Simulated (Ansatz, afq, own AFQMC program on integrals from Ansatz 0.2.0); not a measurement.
CH₄N, doublet: AFQMC among the cluster methods

```xyz
6

C    -0.3189   -0.5035   -0.1353
N     0.7035    0.3401    0.2747
H    -1.3147   -0.2942    0.2632
H    -0.2500   -0.8964   -1.1528
H     1.6369    0.0592   -0.0066
H     0.6866    0.5980    1.2557
```

Connectivity, by distances: CH2–NH2.

Basis def2-TZVP. Noble-gas cores (and the filled d shells of Ga–Kr and In–Xe) are frozen. Integrals, coupled cluster, full CI and functionals: Ansatz 0.2.0; the random walks run on the same integrals in our own AFQMC program. The CISD trial takes its coefficients from CCSD amplitudes. Released means that phaseless walkers are propagated on without the constraint, phases kept. Error bars are statistical, one sigma.

Determinant: UHF, the one that the program's search chose, which needn't be the lowest solution. The geometry is a PBE0/def2-SVP stationary point of this or a neighbouring charge and spin state.

No full CI on the walks' own integrals is used here; CCSDT(Q) serves as the reference and is uncertain by about the last step of the cluster series.

- T1 diagnostic: 0.0164
- weight of the determinant in the CISD state: 0.882
- ⟨S²⟩ of the determinant: 0.763
- size of the correlated space: 13 electrons in 84 orbitals

Reference: CCSDT(Q), correlation energy -10.827 eV. The released energy is read at 2.40 1/Eh (meV from the phaseless value at times in 1/Eh: -2 ± 4 at 0.24, 0 ± 7 at 0.51, 0 ± 6 at 0.99, -19 ± 12 at 1.62, 12 ± 11 at 2.40).

```
         level  E − E(reference) (mEh)  share of correlation (%)
            HF                  397.89                      0.00
           MP2                   39.97                     89.95
          CCSD                   14.48                     96.36
       CCSD(T)                    1.13                     99.72
         CCSDT                    0.57                     99.86
 ph-AFQMC/CISD            -0.16 ± 0.20                    100.04
released AFQMC             0.29 ± 0.40                     99.93
```

Released energies are given only where the last usable release times agree within the noise; a slower fall can still hide under it.
